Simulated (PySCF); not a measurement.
phosphine cation (H3P), SMILES P (connectivity only; charge and spin as stated), charge +1, multiplicity 2.

The structure is a stationary point at PBE0-D3(BJ)/def2-TZVPD. The spin state was assumed, not searched.

Computed with PBE0-D3(BJ)/def2-TZVPD (PySCF 2.14.0).

Frequencies are harmonic and unscaled.

Modes within 1.5 cm⁻¹ of each other (mostly degenerate sets) share a row, with their intensities summed.

Give all harmonic wavenumbers and intensities. (The exact figures need the calculation; the answer reports its results.)


```csv
mode,ν (cm⁻¹),IR (km/mol),moving atoms (share of kinetic energy)
1,724,3.2,"H 92 %, P 8 %"
2–3,1038,13.0,H 97 %
4,2465,13.6,H 99 %
5–6,2537,116.2,H 96 %
```
